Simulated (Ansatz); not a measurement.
# C₄H₄F₂: geometry at several levels

The task, for C₄H₄F₂: geometry at several levels.

Computed with Ansatz 0.2.0 (the levels named in each step, unless a step's input says otherwise).

## 1. The structure to begin with

Bond lengths: C1–C2 1.221 Å, F3–C4 1.338 Å, C4–C5 1.342 Å, C5–F6 1.347 Å, C1–H7 1.084 Å, C2–H8 1.082 Å, C4–H9 1.102 Å, C5–H10 1.102 Å. Angles: C1–C2–H8 179.5°, C2–C1–H7 179.0°, F3–C4–C5 123.3°, F3–C4–H9 115.0°, C5–C4–H9 121.6°, C4–C5–F6 122.5°, C4–C5–H10 122.9°, F6–C5–H10 114.6°.

Coordinates:

```xyz
10

C    -1.8103   -2.1296    0.8793
C    -2.7107   -2.7241    0.3087
F     1.8162    2.1599   -0.3361
C     0.8004    1.4963   -0.9002
C     0.1265    0.5144   -0.2811
F     0.4194    0.1120    0.9704
H    -1.0088   -1.5910    1.3711
H    -3.5095   -3.2569   -0.1893
H     0.5479    1.8139   -1.9244
H    -0.7077   -0.0282   -0.7535
```

## 2. Relaxation, HF/STO-3G

input.yaml

```yaml
crystal:
  periodic: [false, false, false]
  atoms:
    - { symbol: C, position_ang: [-1.81029286, -2.12964208, 0.8792844] }
    - { symbol: C, position_ang: [-2.71065016, -2.72411822, 0.30867237] }
    - { symbol: F, position_ang: [1.81618975, 2.15989411, -0.33606528] }
    - { symbol: C, position_ang: [0.80039795, 1.49630916, -0.90016788] }
    - { symbol: C, position_ang: [0.12651744, 0.51436511, -0.28105138] }
    - { symbol: F, position_ang: [0.41941738, 0.11202815, 0.97040093] }
    - { symbol: H, position_ang: [-1.00883279, -1.5910237, 1.37106392] }
    - { symbol: H, position_ang: [-3.5095218, -3.25693006, -0.18931816] }
    - { symbol: H, position_ang: [0.54794295, 1.81393862, -1.92439786] }
    - { symbol: H, position_ang: [-0.70771786, -0.02820109, -0.75352106] }
basis:
  gaussian: { orbitals: STO-3G }
hamiltonian:
  xc: hf
relax:
  f_tol: 0.002
  max_steps: 150
```

Command:

```console
$ ansatz run input.yaml --threads 4 --pin off --max-ram 10240MiB --backend cpu --events-out ev --progress --plain --runs-dir out
```

The runs that follow: Relaxation, HF/6-31G*; Relaxation, LDA/def2-SVP; Relaxation, PBE-D4/def2-SVP.

Q: Predict the outcome of this session. Wanted: C1–C2 at PBE-D4/def2-SVP; F3–C4 at PBE-D4/def2-SVP; C4–C5 at PBE-D4/def2-SVP.

**Answer**, as computed:

| quantity | value |
| --- | --- |
| C1–C2 at PBE-D4/def2-SVP | 1.220 Å |
| F3–C4 at PBE-D4/def2-SVP | 1.338 Å |
| C4–C5 at PBE-D4/def2-SVP | 1.342 Å |

**Reading.** The C–C distance spreads over 0.052 Å, from HF/STO-3G (shortest) to PBE-D4/def2-SVP.
